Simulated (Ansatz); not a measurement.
Relaxation of CH₅OSi (8 atoms, charge 0, multiplicity 2), to a largest force component of 0.015 eV/Å in at most 40 steps.

The calculation used Ansatz 0.2.0, UKS B3LYP/def2-SVP.

```xyz
8
Properties=species:S:1:pos:R:3
O -0.742 1.001 -1.037
C -0.292 0.570 0.241
Si 0.559 -1.138 0.147
H -1.420 0.391 -1.346
H -1.117 0.598 0.965
H 0.429 1.331 0.554
H 0.105 -2.028 1.206
H 0.505 -1.684 -1.201
```

Q: Where does it end, and by what steps?

A: The forces met the threshold. The force dipped under the threshold on the way, but the program's further checks kept it going. After 12 steps the energy has fallen by 0.121 eV; H8 moved furthest, 0.69 Å.

```tsv
step	energy less start (eV)	largest force component (eV/Å)	accepted
0	0.0000	0.718	yes
1	-0.0699	0.299	yes
2	-0.0779	0.143	yes
3	-0.0794	0.064	yes
4	-0.0826	0.125	yes
5	-0.0878	0.383	yes
6	-0.0971	0.260	yes
7	-0.1150	0.098	yes
8	0.0069	1.043	no
9	-0.1200	0.070	yes
10	-0.1181	0.189	no
11	-0.1208	0.012	yes
12	-0.1208	0.010	yes
```

```xyz
8
Properties=species:S:1:pos:R:3
O -0.599 1.198 -1.031
C -0.349 0.548 0.202
Si 0.601 -1.112 0.019
H -1.146 0.617 -1.576
H -1.283 0.357 0.777
H 0.243 1.243 0.820
H 0.657 -1.853 1.322
H -0.098 -1.958 -1.005
```

Run time: 43 s on 1 thread of Arm Neoverse V1, on a shared host, peak memory 0.16 GiB.
